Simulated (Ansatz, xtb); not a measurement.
## H2NSi2: where a starting geometry ends

The starting geometry of this gas-phase doublet has its atoms placed at random.

```yaml
atoms:
  - { symbol: N, position_ang: [-1.2170, 0.0012, 1.4480] }
  - { symbol: Si, position_ang: [-1.6602, -0.4057, -0.3518] }
  - { symbol: Si, position_ang: [1.2885, 0.5508, -0.0984] }
  - { symbol: H, position_ang: [-0.6239, -0.1648, -1.8815] }
  - { symbol: H, position_ang: [-0.4534, -1.0523, 1.3018] }
```

Q: Guess where an optimisation with r2SCAN-D4/def2-SVP ends from this start.

A: It ends as a structure with H4 bridging Si3 and Si2, given below by its coordinates. Contacts that close: N1–Si3 (3.00 → 1.79 Å), N1–H5 (1.31 → 1.02 Å), Si2–Si3 (3.11 → 2.42 Å), Si2–H4 (1.86 → 1.69 Å), Si3–H4 (2.71 → 1.69 Å).

The energy falls by 5.37 eV over 15 steps:

| step | E − E(last) (eV) |
| --- | --- |
| 1 | 5.369 |
| 3 | 2.177 |
| 4 | 0.987 |
| 6 | 0.185 |
| 7 | 0.150 |
| 9 | 0.091 |
| 10 | 0.077 |
| 12 | 0.011 |
| 13 | 0.001 |
| 15 | 0.000 |

Final geometry (Å):

```xyz
5

N    -0.4809   -0.6626    0.7343
Si   -1.7356   -0.2296   -0.4626
Si    0.5536    0.5029   -0.1414
H    -0.3866    0.0029   -1.4541
H    -0.6165   -0.6845    1.7419
```

From the same start GFN2-xTB ends elsewhere, differing in Si2–Si3 (3.10 against 2.42 Å here), Si3–H4 (2.90 against 1.69 Å here).

From so rough a start the end depends on the optimiser's path, so another program may land elsewhere. The end wasn't checked by frequencies. Open shells are spin-unrestricted. Run with Ansatz 0.2.0, 2.3 min on 1 thread of Intel(R) Xeon(R) Processor @ 2.50GHz (Skylake/Cascade Lake), on a shared host.
